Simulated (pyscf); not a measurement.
Structures and frequencies: ωB97X-D3(BJ)/def2-SVP in PySCF.

### Question
For F–SiH₂–O–SiH₃ + H• → F–SiH•–O–SiH₃ + H₂, a hydrogen abstraction (doublet surface; H–Si broken, H–H formed), PBE/def2-TZVP gives ΔE‡ = 0.2 kcal/mol and ΔE = -12.1 kcal/mol (zero: the separated reactants). In which direction and how far do PBE0-D3(BJ)/def2-TZVP, M06-2X/def2-TZVP, ωB97M-D3(BJ)/def2-TZVP move these?

### Answer
PBE0-D3(BJ): ΔE‡ = 2.8 kcal/mol, ΔE = -9.4 kcal/mol; M06-2X: ΔE‡ = 7.3 kcal/mol, ΔE = -10.2 kcal/mol; ωB97M-D3(BJ): ΔE‡ = 6.1 kcal/mol, ΔE = -7.8 kcal/mol. PBE's barrier lies under all of them, by 2.5 to 7.0 kcal/mol. Its reaction energy lies under all of them, by 1.8 to 4.3 kcal/mol. This is the saddle that the search found; another between the same sides may lie lower. The angle at the transferred H is 176°.
